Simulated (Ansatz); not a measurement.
SiS₂ (the lowest singlet isomer of a short search), 3 atoms. Hardware: 4 threads of Arm Neoverse V1 on a shared host.

Correlated methods freeze 15 core orbitals. In CCSD on the charge 1 doublet the largest single amplitude is 0.18, so its Hartree–Fock determinant may place the open shell otherwise than the density functionals do.

**Question.** How many basis functions does each of these Ansatz runs have, and roughly what does it cost? PBE0-D4/def2-TZVPD, charge -1 doublet at the geometry of the charge 0 singlet, energy; HF/STO-3G, charge 0 triplet, energy; r2SCAN-D4/def2-TZVP, charge 0 triplet, energy, from earlier orbitals; CCSD(T)/def2-TZVPD, charge -1 doublet at the geometry of the charge 0 singlet, energy, from earlier orbitals; PBE-QIDH/def2-TZVP, charge 0 quintet, energy, from earlier orbitals; HF/6-31G, charge 0 singlet, energy; PBE0-D4/def2-TZVP, charge 0 unrestricted singlet, energy, from earlier orbitals; LDA (SPW92)/def2-TZVP, charge 0 triplet, energy, from earlier orbitals; CCSD(T)/def2-TZVPP, charge 1 doublet at the geometry of the charge 0 singlet, energy, from earlier orbitals; PBE-D4/def2-TZVP, charge 1 doublet at the geometry of the charge 0 singlet, energy, from earlier orbitals; RPA@PBE/def2-TZVP, charge 0 singlet, energy, from earlier orbitals; CCSD(T)/def2-TZVPP, charge 0 singlet, energy, from earlier orbitals.

**Answer.** Other jobs shared the machine, so times can vary by a factor of up to 3. A dash marks memory too small to be measured apart from the calling script's.

```tsv
run	functions	fitting or Cholesky vectors	wall time	peak host memory (GiB)
HF/STO-3G, charge 0 triplet, energy	27	285	0.1 s	–
HF/6-31G, charge 0 singlet, energy	39	420	0.15 s	–
LDA (SPW92)/def2-TZVP, charge 0 triplet, energy, from earlier orbitals	111	774	0.6 s	–
RPA@PBE/def2-TZVP, charge 0 singlet, energy, from earlier orbitals	111	656	1 s	–
CCSD(T)/def2-TZVPP, charge 0 singlet, energy, from earlier orbitals	126	731	1.6 s	–
PBE0-D4/def2-TZVPD, charge -1 doublet at the geometry of the charge 0 singlet, energy	135	926	2.9 s	–
r2SCAN-D4/def2-TZVP, charge 0 triplet, energy, from earlier orbitals	111	774	3 s	–
PBE0-D4/def2-TZVP, charge 0 unrestricted singlet, energy, from earlier orbitals	111	810	3.1 s	–
PBE-D4/def2-TZVP, charge 1 doublet at the geometry of the charge 0 singlet, energy, from earlier orbitals	111	774	3.8 s	–
PBE-QIDH/def2-TZVP, charge 0 quintet, energy, from earlier orbitals	111	662	5 s	–
CCSD(T)/def2-TZVPD, charge -1 doublet at the geometry of the charge 0 singlet, energy, from earlier orbitals	135	841	9.5 s	0.86
CCSD(T)/def2-TZVPP, charge 1 doublet at the geometry of the charge 0 singlet, energy, from earlier orbitals	126	731	19 s	0.73
```
